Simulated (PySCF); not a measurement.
## A search over the determinants of AlP⁺

Unrestricted PBE0; basis Al def2-SVPD, P def2-SVPD; no relativity; PySCF 2.14. Outer shells of the fragments: Al+ 3s2; P 3s2 3p3.

Followed along the bond (rough minima from three points):

```
2Ms+1   unpaired  ⟨S²⟩ at the start  R at minimum (Å)  Te (eV)
    4  σ ↑, π ↑↑               3.76              2.49     0.00
    2  σ ↓, π ↑↑               1.77              2.40     0.30
    2  σ ↑, π ↑↓               1.77              2.43     0.49
    2        σ ↑               0.76              2.40     1.60
    2        π ↑               0.81  none in the scan   ≤ 1.29
```

Solutions found at the starting distance of 2.360 Å, counted from the lowest of them; the search is not exhaustive and high or unbound solutions are not listed, so other states can lie among these:

```csv
2Ms+1,unpaired,term,E (eV),⟨S²⟩,⟨Lz²⟩,μ (D)
4,"σ ↑, π ↑↑",⁴Σ⁻,0.00,3.76,0.00,-3.04
2,"σ ↓, π ↑↑",mixed,0.27,1.77,0.00,-3.26
2,"σ ↑, π ↑↓",mixed,0.48,1.77,2.02,-3.12
2,π ↑,²Π,1.40,0.81,1.01,-4.92
2,σ ↑,mixed,1.57,0.76,2.00,-2.95
2,π ↑,²Π,2.26,0.75,1.01,0.74
4,"σ ↑↑, π ↑",⁴Π,3.23,3.76,1.03,-4.29
4,π ↑↑↑,⁴Π,3.39,3.79,1.00,-2.62
4,"π ↑↑, δ ↑",⁴Δ,8.60,3.79,4.00,-2.91
```

A term symbol is given only where ⟨S²⟩ and ⟨Lz²⟩ are close to those of a pure state; real π, δ and φ orbitals otherwise mix terms. A positive dipole points towards P; it is taken about the centre of mass and depends on that origin.

Counting both spins, an empty level lies below a filled one in some of these solutions, because spin and occupation are held.
